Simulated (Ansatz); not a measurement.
An input meant for Al₃H₂ (charge 0, doublet).

```yaml
crystal:
  periodic: [false, false, false]
  atoms:
    - {symbol: Al, position_ang: [1.091032, 0.814391, 1.587067]}
    - {symbol: Al, position_ang: [0.249522, -1.271017, 0.497052]}
    - {symbol: Al, position_ang: [-0.229370, 1.281009, -0.482788]}
    - {symbol: H, position_ang: [-1.002692, 1.960637, -1.712284]}
    - {symbol: H, position_ang: [-0.108492, -2.785010, 0.110943]}
basis:
  gaussian: {orbitals: def2-mTZVP}
total_charge: 3
magnetization: {spin_polarized: true, initial_magnetization: 0}
hamiltonian: {xc: {name: B2GP-PLYP}}
scf: {omitted_lower_state_checks: [starts]}
output: {forces: true}
```

```sh
$ ansatz run in.yaml --threads 4 --pin off --events-out ev --progress --plain --max-ram 3916MiB
```

Output, abridged:

```
Functional definition: B2GP-PLYP
650 factors; integrals over basis functions are off by at most 6.0e-4 eV
mean field evaluation 1: about -19765.9512 eV, gradient 8.9e0 eV
mean field evaluation 2: about -19766.1261 eV, gradient 8.8e0 eV
mean field evaluation 4: about -19767.0449 eV, gradient 8.1e-1 eV
mean field evaluation 8: about -19767.0559 eV, gradient 1.3e-2 eV
mean field evaluation 16: about -19767.0559 eV, gradient 7.1e-4 eV
mean field evaluation 32: about -19767.0559 eV, gradient 8.8e-6 eV
mean field -19768.11494920 eV, -726.4648250734 hartree, gradient 3.8e-6 eV, S^2 1.086328; 1 other end points of the search recorded, 0 dependent functions left out
15 core orbitals not correlated: weight in the atoms' cores, before any rotation towards them, 1.000 or more for the frozen orbitals, at most 0.000 for the correlated occupied ones
reference -19768.11508198 eV, -726.4648299530 hartree; 4, 4 occupied and 53, 53 virtual orbitals, 650 factors
second order -2.94092589 eV of doubles, -0.00000000 eV of singles
Total energy: -19769.17381530 eV, -726.5037376849 hartree
Atom 0 at     1.091032     0.814391     1.587067 Å, force     1.984180     1.485447     2.898100 eV/Å
Atom 1 at     0.249522    -1.271017     0.497052 Å, force    -0.447482    -2.975484    -0.400971 eV/Å
Atom 2 at    -0.229370     1.281009    -0.482788 Å, force    -1.319311     1.657036    -2.183494 eV/Å
Atom 3 at    -1.002692     1.960637    -1.712284 Å, force    -0.148781     0.136767    -0.239288 eV/Å
Atom 4 at    -0.108492    -2.785010     0.110943 Å, force    -0.068606    -0.303766    -0.074347 eV/Å
Dipole moment:     0.148697     0.110290     0.212340 e Å
Checks for a lower state left out: starts
```

In this input the charge is far from what the species holds (3 typed, 0 meant). The calculation finished and met its thresholds. The result belongs to that input, not to the species as meant.

Correlated methods freeze 15 core orbitals. The unrestricted singlet has broken spin symmetry (⟨S²⟩ up to 1.09).
